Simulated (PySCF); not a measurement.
## NaF, PBE0: how much the basis matters

PySCF, UKS reference; singlet, unpaired electrons none; De to Na + F without counterpoise correction.

| basis | relativity | functions | Re (Å) | ωe (cm⁻¹) | De (eV) | μ (D) |
| --- | --- | --- | --- | --- | --- | --- |
| 3-21G | no relativity | 22 | 1.874 | 570 | 3.65 | -6.24 |
| aug-pcseg-1 | no relativity | 37 | 1.943 | 540 | 4.78 | -8.22 |
| def2-SVPD | no relativity | 41 | 1.940 | 531 | 4.77 | -8.27 |
| pcseg-2 | no relativity | 49 | 1.937 | 526 | 4.55 | -8.06 |
| x2c-TZVPPall | spin-free X2C | 63 | 1.922 | 540 | 4.56 | -7.88 |

(1) How does each smaller set differ from the one with most functions, x2c-TZVPPall?

A positive dipole means Na(−)F(+). 3-21G is very small, so such numbers show the basis as much as the molecule.

Answers

(1) 3-21G: -4.8 pm, +5.6 % in ωe, -0.91 eV in De; aug-pcseg-1: +2.1 pm, +0.0 % in ωe, +0.22 eV in De; def2-SVPD: +1.8 pm, -1.7 % in ωe, +0.21 eV in De; pcseg-2: +1.5 pm, -2.6 % in ωe, -0.01 eV in De. All at PBE0; the set with most functions is neither the basis-set limit nor always the best. The rows treat relativity differently, so the differences are not basis effects alone.
